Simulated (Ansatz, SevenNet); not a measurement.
How well does each level of theory give the LO phonon frequency at L of rock-salt NbC?

Reference value: 640 cm⁻¹ (measured, temperature not stated, no zero-point or thermal correction; as tabulated in Savrasov (1996), arXiv:cond-mat/9604125).

```json
[
 {"level (code)": "SevenNet-0", "value (cm⁻¹)": "652", "cell (Å³/atom)": "11.43", "difference (%)": "+1.9"},
 {"level (code)": "SevenNet-l3i5", "value (cm⁻¹)": "649", "cell (Å³/atom)": "11.43", "difference (%)": "+1.4"},
 {"level (code)": "LDA (Ansatz)", "value (cm⁻¹)": "670", "cell (Å³/atom)": "10.85", "difference (%)": "+4.7"},
 {"level (code)": "PBE (Ansatz)", "value (cm⁻¹)": "643", "cell (Å³/atom)": "11.28", "difference (%)": "+0.5"},
 {"level (code)": "PBEsol (Ansatz)", "value (cm⁻¹)": "660", "cell (Å³/atom)": "11.01", "difference (%)": "+3.1"},
 {"level (code)": "PBE-D3(BJ) (Ansatz)", "value (cm⁻¹)": "664", "cell (Å³/atom)": "11.01", "difference (%)": "+3.8"}
]
```

Once the reference is moved by up to 3.0 % (a margin picked here for doubts on the reference and the settings, and for temperature and zero-point motion) and values within 1.0 % count as equal, the nearest can be PBE (+0.5 %), SevenNet-l3i5 (+1.4 %), SevenNet-0 (+1.9 %), PBEsol (+3.1 %) or PBE-D3(BJ) (+3.8 %). Within 10 %: SevenNet-0, SevenNet-l3i5, LDA, PBE, PBEsol, PBE-D3(BJ).

The measured value isn't corrected to a static lattice, so vibrations enter the comparison.  PBE-D3(BJ): the dispersion coefficients are held fixed in the derivatives. Each level is taken at its own relaxed cell. Cutoffs differ between the levels. Ansatz's density-functional and Hartree–Fock values are scalar-relativistic unless marked +SOC, with PAW data made under PBE.

Machine-learned potentials (SevenNet-0, SevenNet-l3i5) are trained on DFT data: a solid inside that data is no test of them.

Differences are worked out from the printed values.

Ansatz is a first-principles code.
